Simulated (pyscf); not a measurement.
Structures and frequencies: ωB97X-D3(BJ)/def2-SVP in PySCF.

**Question.** How much does it cost (ΔH, 298 K, ωB97M-D3(BJ)/def2-TZVP) to split `[O]=[Mo](=[O])([OH])[SiH3]` at its Mo–Si bond into [O=Mo(=O)–OH]• + SiH₃•?

**Answer.** Mo–Si to [O=Mo(=O)–OH]• + SiH₃•: 250.8 kJ/mol. The 7 functionals that were run give +230.2 (M06-2X) to +285.9 kJ/mol (ωB97X-D3(BJ)). The radicals are drawn with the spin at the cut bond; how far it spreads was not checked. Other isomers of [O=Mo(=O)–OH]• were not searched in full and may lie lower. Open-shell species with a d-block atom are single-reference here; other states, and whether the spin sits on metal or ligand, were not checked. Elements past Kr carry the def2 core potentials, without spin-orbit coupling.
